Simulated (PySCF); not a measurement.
Gas-phase reaction: 3 NH₃ + H₂SiNH ⇌ Si(NH₂)₄ + 4 H

Method: PySCF energies plus ideal-gas RRHO corrections (1 bar). † marks an energy on the PBE0/def2-TZVP geometry and frequencies. MP2 freezes the core. Open shells (unrestricted): H (multiplicity 2); the rest are closed-shell singlets. B3LYP is the form with VWN-RPA correlation. H₂SiNH, Si(NH₂)₄: computed as isolated molecules; such fragments, hydroxides, amides, oligomers or adducts are transient or little studied in the gas. MP2 isn't extrapolated to the basis-set limit; its ΔH°(298 K) is 401.0 kJ in def2-SVP and 411.3 kJ in def2-TZVPP. The harmonic model lacks anharmonicity and excited electronic states, which grow with temperature; levels with a mode under 35 cm⁻¹ are left out. Internal rotation in Si(NH₂)₄ is treated as a harmonic vibration of one conformer, which makes the entropy rough.

| level | ΔE electronic, kJ | ΔH°(298 K), kJ | ΔS°(298 K), J/K | ΔG°(1200 K), kJ |
|---|---|---|---|---|
| B3LYP/def2-TZVP† | 567 | 507 | -28 | 485 |
| BLYP/def2-TZVP† | 593 | 532 | -28 | 511 |
| MP2/def2-TZVPP† | 472 | 411 | -28 | 390 |
| PBE/def2-TZVP† | 527 | 466 | -28 | 444 |
| ωB97M-V/def2-TZVP† | 508 | 447 | -28 | 426 |
ΔH° is lowest at MP2/def2-TZVPP† and highest at BLYP/def2-TZVP†. No reference value is set beside these.
